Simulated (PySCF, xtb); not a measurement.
Homolysis of single bonds, series SiH2Cl-X. Isolated molecules, 0 K electronic values unless said otherwise. One relaxed conformer stands for each flexible species; it need not be the lowest. Strings in code marks are SMILES.

Quantity: homolytic bond dissociation enthalpy at 298 K (no spin–orbit term), in kcal/mol. Enthalpy corrections at 298 K come from GFN2-xTB frequencies (xtb).

Level 1: B3LYP/3-21G // B3LYP-D3(BJ)/def2-TZVP (PySCF)
Level 2: BP86/6-31G* // B3LYP-D3(BJ)/def2-TZVP (PySCF)
Level 3: M06-2X/6-31G* // B3LYP-D3(BJ)/def2-TZVP (PySCF)
Level 4: frozen-core MP2/6-31G* // B3LYP-D3(BJ)/def2-TZVP (PySCF)

```json
[
 {"species": "Si–Cl bond of `F[SiH2]Cl`, giving `F[SiH2]` and `[Cl]`", "level 1": "90.7", "level 2": "109.8", "level 3": "112.2", "level 4": "108.5"},
 {"species": "Si–Cl bond of `S[SiH2]Cl` (H–S–Si–Cl torsion 69°), giving `[Cl]` and `[SiH2]S`", "level 1": "82.3", "level 2": "102.1", "level 3": "104.9", "level 4": "101.5"},
 {"species": "Si–Cl bond of `C#C[SiH2]Cl`, giving `C#C[SiH2]` and `[Cl]`", "level 1": "83.3", "level 2": "101.7", "level 3": "104.6", "level 4": "106.2"}
]
```
